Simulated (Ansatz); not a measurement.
Mulliken charges of C3H5N, SMILES `CCC#N` from ωB97M-V/def2-TZVPP in Ansatz (PBE0-D4/def2-TZVP geometry).

```csv
atom,x (Å),y (Å),z (Å),charge (e)
C1,-0.397,0.823,-0.440,-0.289
C2,-0.107,-0.324,0.524,-0.077
C3,0.991,-1.165,0.073,-0.189
N4,1.860,-1.818,-0.299,-0.029
H5,-0.669,0.443,-1.426,0.116
H6,-1.224,1.425,-0.062,0.110
H7,0.476,1.467,-0.553,0.116
H8,-0.989,-0.958,0.649,0.121
H9,0.147,0.060,1.517,0.121
```

Q: By hand: the dipole of these point charges (1 e Å = 4.8032 D).

A: Σ q r = (-0.377, 0.330, 0.107) e Å, of length 0.512 e Å = 2.46 D.

Q: How does the dipole of the full density compare? (Estimate.)

A: Computed: (-0.638, 0.516, 0.232) e Å, 4.10 D; the point charges give 0.60 times that, at 4° from its direction.

Point charges leave out the atoms' own dipoles, such as those of lone pairs, and Mulliken's split depends on the basis, so the two needn't agree.
